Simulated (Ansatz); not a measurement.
Results of r²SCAN in Ansatz (plane waves, PAW) for rutile TiO₂.

Numerical settings: plane-wave cutoff 500 eV, 8×8×10 k mesh (along the axes of the cell as run), gaussian smearing 0.02 eV, no spin polarisation, scalar-relativistic PAW data made under PBE.

Cell (relaxed at this level):

```xyz
6
Lattice="4.5966 0.0000 0.0000 0.0000 4.5966 0.0000 0.0000 0.0000 2.9536" Properties=species:S:1:pos:R:3 pbc="T T T"
Ti     0.0000     0.0000     0.0000
Ti     2.2983     2.2983     1.4768
O      1.4001     1.4001     0.0000
O      3.6984     0.8981     1.4768
O      0.8981     3.6984     1.4768
O      3.1964     3.1964     0.0000
```

Question: Give the computed band gap.

Answer: 
* **band gap**: 2.22 eV (on the SCF k mesh)

Static lattice: no zero-point or thermal effects.

The result took about 60 core-seconds (a rough figure).

Ansatz is a first-principles code.
